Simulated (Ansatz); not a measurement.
# CH₆B₂: functionals against CCSD(T) at one geometry

The task here is to estimate one member of a computed series from the others.

Program: Ansatz 0.2.0, Gaussian basis. Level of theory: single points in def2-TZVPP. These are calculated values, not measurements.

Correlated methods freeze the cores.

## Where the work starts

9 atoms, charge 0, spin multiplicity 1.

Atoms are counted from 1 here; the program's logs count them from 0.

Bond lengths: B1–C2 1.666 Å, B1–H4 1.310 Å, B1–H5 1.288 Å, C2–B3 1.671 Å, C2–H6 1.125 Å, C2–H7 1.135 Å, B3–H8 1.218 Å, B3–H9 0.934 Å. Angles: C2–B1–H4 122.4°, C2–B1–H5 115.0°, H4–B1–H5 122.0°, B1–C2–B3 106.9°, B1–C2–H6 114.9°, B1–C2–H7 106.3°, B3–C2–H6 121.2°, B3–C2–H7 111.3°, H6–C2–H7 94.8°, C2–B3–H8 105.1°, C2–B3–H9 125.6°, H8–B3–H9 124.7°.

As a file:

```xyz
9
charge 0, multiplicity 1
B    -0.5146    0.6943   -0.9543
C     0.6643   -0.1579   -0.1423
B    -0.0148   -0.6781    1.2930
H    -1.5289    0.1072   -1.5397
H    -0.2655    1.9481   -1.1152
H     1.6883    0.3082   -0.1677
H     0.9415   -1.0332   -0.8092
H     0.0418    0.2839    2.0377
H    -0.6164   -1.3864    1.3843
```

Set-up of the first run:

run/in.yaml reads:

```yaml
crystal:
  periodic: [false, false, false]
  atoms:
    - {symbol: B, position_ang: [-0.514600, 0.694300, -0.954300]}
    - {symbol: C, position_ang: [0.664300, -0.157900, -0.142300]}
    - {symbol: B, position_ang: [-0.014800, -0.678100, 1.293000]}
    - {symbol: H, position_ang: [-1.528900, 0.107200, -1.539700]}
    - {symbol: H, position_ang: [-0.265500, 1.948100, -1.115200]}
    - {symbol: H, position_ang: [1.688300, 0.308200, -0.167700]}
    - {symbol: H, position_ang: [0.941500, -1.033200, -0.809200]}
    - {symbol: H, position_ang: [0.041800, 0.283900, 2.037700]}
    - {symbol: H, position_ang: [-0.616400, -1.386400, 1.384300]}
basis:
  gaussian: {orbitals: def2-TZVPP}
correlation: {method: ccsd_t}
output: {forces: true}
```

No record of the launch command was kept for these runs.

Among the steps run: CCSD(T)/def2-TZVPP; PBE0-D4/def2-TZVPP; wB97M-V/def2-TZVPP; r2SCAN-D4/def2-TZVPP; PBE-D4/def2-TZVPP; B97M-V/def2-TZVPP; LC-wPBE/def2-TZVPP.

One of the session's tables, all rows but one given; the rest of the session is left out.

| method | RMS force component (eV/Å) | angle to CCSD(T) forces (°) | dipole (D) |
| --- | --- | --- | --- |
| CCSD(T) | 3.817 | reference | 0.78 |
| PBE0-D4 | 3.824 | 1.2 | 0.81 |
| wB97M-V | 3.771 | 1.0 | 0.84 |
| r2SCAN-D4 | ? | ? | ? |
| PBE-D4 | 3.777 | 2.1 | 0.82 |
| B97M-V | 3.735 | 1.7 | 0.93 |
| LC-wPBE | 3.861 | 1.5 | 0.80 |

Q: Estimate the row for r2SCAN-D4 from the others.

The run gave: RMS force component (eV/Å): 3.798; angle to CCSD(T) forces (°): 1.0; dipole (D): 0.83. In the column «RMS force component (eV/Å)» it lies between PBE-D4 (3.777) and CCSD(T) (3.817).
